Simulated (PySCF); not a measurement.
C5H12N (doublet state).
Structure used (GFN2-xTB), in Å, numbered top down from 1:
```xyz
18
C5H12N angstrom
C     -1.4101    1.2247    0.8947
C     -0.8542   -0.0921    0.5275
N     -1.4789   -0.7074   -0.6371
C      0.6940   -0.0259    0.3275
C      1.2495   -1.4290    0.1164
C      1.0725    0.8901   -0.8330
H     -2.0189    1.7803    0.2066
H     -1.1822    1.6635    1.8465
H     -1.0059   -0.7904    1.3676
H     -1.3855   -0.0961   -1.4416
H     -2.4710   -0.8307   -0.4648
H      1.1114    0.3948    1.2483
H      1.0950   -2.0410    1.0017
H      2.3159   -1.3857   -0.0934
H      0.7409   -1.8998   -0.7201
H      2.1514    1.0277   -0.8601
H      0.6035    1.8653   -0.7167
H      0.7639    0.4578   -1.7816
```

The hyperfine couplings belong to this conformer and change with its torsions.

Identity: `[C@@H]([CH2])(C(C)C)N` [radical].

Method used: UKS B3LYP, pcH-1 on C H N, non-relativistic, mean-field spin-orbit, GIAO in PySCF. One conformer (not necessarily the lowest) at the GFN2-xTB geometry, without solvent, vibrations or thermal averaging. A GFN2-xTB geometry isn't a minimum of the functional, and hyperfine couplings can be far from their values at a DFT geometry. The SCF solution wasn't tested for stability.

Principal values of hyperfine tensors in MHz (contact and dipolar terms together), for some of the nuclei:

```
atom  isotope       A1      A2      A3
  H9       1H    84.12   85.06   98.90
  C1      13C     8.58    9.25  249.22
  H7       1H  -103.07  -63.36  -25.02
  C4      13C    53.58   53.99   70.18
  C2      13C   -35.15  -32.45  -31.30
 H14       1H     4.15    4.90    7.31
 H12       1H    -7.57   -4.79    4.77
 H11       1H    -5.84   -4.81    4.73
```

Question: Give the isotropic coupling of each nucleus in MHz and in mT (g = 2.0026), and the anisotropic part.

Answer: a_iso = (A1 + A2 + A3)/3, Ti = Ai − a_iso; 1 mT corresponds to 28.029 MHz.

| atom | a_iso (MHz) | a_iso (mT) | T1 | T2 | T3 |
| --- | --- | --- | --- | --- | --- |
| H9 | 89.36 | 3.188 | -5.24 | -4.30 | 9.54 |
| C1 | 89.02 | 3.176 | -80.43 | -79.77 | 160.20 |
| H7 | -63.82 | -2.277 | -39.25 | 0.45 | 38.80 |
| C4 | 59.25 | 2.114 | -5.67 | -5.26 | 10.93 |
| C2 | -32.97 | -1.176 | -2.18 | 0.52 | 1.67 |
| H14 | 5.45 | 0.195 | -1.31 | -0.55 | 1.86 |
| H12 | -2.53 | -0.090 | -5.04 | -2.26 | 7.30 |
| H11 | -1.97 | -0.070 | -3.86 | -2.83 | 6.70 |

Question: What spin density at the nucleus of C2 lies behind its contact coupling (g_N = 1.40482)?

Answer: a_FC = (2μ0/3) gₑ μB g_N μN ρ(0)/(2S·h) = 800.24 MHz × g_N × ρ(0)/(2S), with ρ in bohr⁻³. With a_FC = -32.97 MHz and 2S = 1, ρ(0) = -0.02933 bohr⁻³.

Question: H8 (1H, g_N = 5.58569) isn't in the table. Its spin density at the nucleus is -0.01377 bohr⁻³. What is its contact coupling?

Answer: By the same relation, a_FC = -61.5 MHz. Its full tensor has the principal values -100.40, -61.62, -22.61 MHz.

Question: Name the largest traceless tensor T of the table and describe it.

Answer: C1: -80.4, -79.8, 160.2 MHz, axial, in the ratio −1:−1:+2, the form that spin in one p orbital centred on that nucleus gives.

Question: What first-order splitting does H7 cause when the field lies along A1, A2 or A3 of its tensor (g taken as isotropic, no quadrupole term)?

Answer: 2 lines (I = 1/2), spaced by |A_i|/(g × 13.996): 3.68, 2.26, 0.89 mT along the axes of A1, A2 and A3.
